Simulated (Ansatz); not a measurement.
# HBeGa, singlet: bend scan

Starting geometry (PBE0/def2-TZVP stationary point for this spin, not checked as a minimum):

```xyz
3

Ga    0.0000    0.0000    2.1355
Be    0.0000    0.0000   -0.3881
H     0.0000    0.0000   -1.7474
```

From there the angle named below is changed in its plane at fixed bond lengths, both arms turning rigidly about the middle atom; atoms are numbered as listed. Energies are in kcal/mol, counted from the starting geometry at the same level. Kohn–Sham curves are unrestricted where that lies lower.

Basis 6-31G (Cartesian d functions); Ansatz 0.2.0. Correlated methods freeze the noble-gas cores and the filled d shells of p-block atoms. No spin–orbit coupling is included, and no scalar relativity.

Unrestricted Kohn–Sham rows aren't spin-pure: their determinants' ⟨S²⟩ exceeds S(S+1) by up to 0.55, so they mix in states of higher spin.

Full CI is exact within this basis and frozen core; it isn't the basis-set limit.

| angle Ga1-Be2-H3 (°) | B2PLYP |
| --- | --- |
| 73.1 | 21.3 |
| 85.4 | 19.0 |
| 105.4 | 12.9 |
| 122.3 | 7.6 |
| 143.8 | 2.9 |
| 161.3 | 0.8 |
| 180.0 | 0.0 |

**Question.** Estimate the full CI curve in 6-31G from this one, knowing how B2PLYP errs.

**Answer.** The computed full CI values, in kcal/mol from the starting point, and the error of B2PLYP against them:
```json
{"angle Ga1-Be2-H3 (°)": "73.1", "full CI": "16.9", "B2PLYP less full CI": "4.4"}
{"angle Ga1-Be2-H3 (°)": "85.4", "full CI": "15.0", "B2PLYP less full CI": "4.0"}
{"angle Ga1-Be2-H3 (°)": "105.4", "full CI": "9.9", "B2PLYP less full CI": "2.9"}
{"angle Ga1-Be2-H3 (°)": "122.3", "full CI": "5.7", "B2PLYP less full CI": "1.9"}
{"angle Ga1-Be2-H3 (°)": "143.8", "full CI": "2.0", "B2PLYP less full CI": "0.8"}
{"angle Ga1-Be2-H3 (°)": "161.3", "full CI": "0.5", "B2PLYP less full CI": "0.3"}
{"angle Ga1-Be2-H3 (°)": "180.0", "full CI": "0.0", "B2PLYP less full CI": "0.0"}
```

The error spans 4.4 kcal/mol and is largest, 4.4 kcal/mol, at 73.1 °.
